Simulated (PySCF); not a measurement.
Rock-salt KCl: Hartree–Fock at its full settings () and at cheaper ones, in a cell of 2 atoms.

| level and setting | lattice constant a (Å) | bulk modulus B0 (GPa) |
|---|---|---|
| Hartree–Fock (PySCF) | 6.511 | 15.3 |
| Hartree–Fock/STO-3G (Γ point alone) (PySCF) | 6.087 | 55.7 |

Largest shifts from the full settings: lattice constant a -6.51 % (Hartree–Fock/STO-3G (Γ point alone)), against a difference of +4.21 % of the full result from the reference 6.248 Å (measured, low temperature, zero-point motion not removed; as tabulated in Doll and Stoll (1997), arXiv:cond-mat/9707218); bulk modulus +264 % (Hartree–Fock/STO-3G (Γ point alone)), against a difference of -22 % of the full result from the reference 19.7 GPa (measured, 4 K, zero-point motion not removed; as tabulated in Doll and Stoll (1997), arXiv:cond-mat/9707218).

The full settings aren't shown to be converged themselves.

Run with cheap settings on purpose, which may leave them unconverged: Hartree–Fock/STO-3G (Γ point alone).
